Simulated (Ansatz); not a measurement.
A calculation with Ansatz (development build ahead of 0.2.0).

```yaml
crystal:
  periodic: [false, false, false]
  atoms:
    - { symbol: C, position_ang: [0.02879, -0.11933, 0.00651] }
    - { symbol: F, position_ang: [0.77588, 0.83484, 0.83567] }
    - { symbol: F, position_ang: [0.82497, -0.75416, -0.67474] }
    - { symbol: F, position_ang: [-0.73384, 0.80723, -0.86195] }
    - { symbol: F, position_ang: [-0.85356, -0.78074, 0.7746] }
basis:
  gaussian: { orbitals: "6-31G" }
hamiltonian:
  xc: hf
correlation:
  method: mp2
  frozen_orbitals: { C: 1, F: 1 }
```

The input is written out in the form of the current development build from the run's settings.

Output:

| Property | Result |
| --- | --- |
| Converged | yes |
| Reference energy | -435.44727 hartree |
| Correlation energy | -0.58642 hartree |
| Total energy | -436.03369 hartree |
| Spin squared of the determinant | 0.000 |
